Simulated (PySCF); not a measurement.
System: C2H4, singlet: twist about the double or partial double bond, both ends planar. Scanned: twist about the central bond. Other coordinates (C-C length, H-C-C angle, H-C-C angle, C-H length, C-H length) were minimised at PBE0/def2-TZVP.

Methods: RHF/cc-pVTZ (PySCF); CCSD(T) on RHF/cc-pVTZ, 2 core orbitals frozen (PySCF).

Energies relative to the lowest point of each profile, in eV:

| at / ° | RHF |
|---|---|
| 0 | 0.000 |
| 7.50 | 0.035 |
| 15 | 0.139 |
| 22.50 | 0.311 |
| 30 | 0.552 |
| 37.50 | 0.859 |
| 45 | 1.230 |
| 52.50 | 1.664 |
| 60 | 2.158 |
| 75 | 3.309 |
| 82.50 | 3.957 |
| 90 | 4.644 |

Problem. Predict the corresponding CCSD(T) column.

Solution. 0: 0.000; 7.50: 0.030; 15: 0.119; 22.50: 0.266; 30: 0.471; 37.50: 0.731; 45: 1.043; 52.50: 1.400; 60: 1.796; 75: 2.639; 82.50: 3.011; 90: 3.219 (eV).

Near 90° the triplet can lie below this singlet.
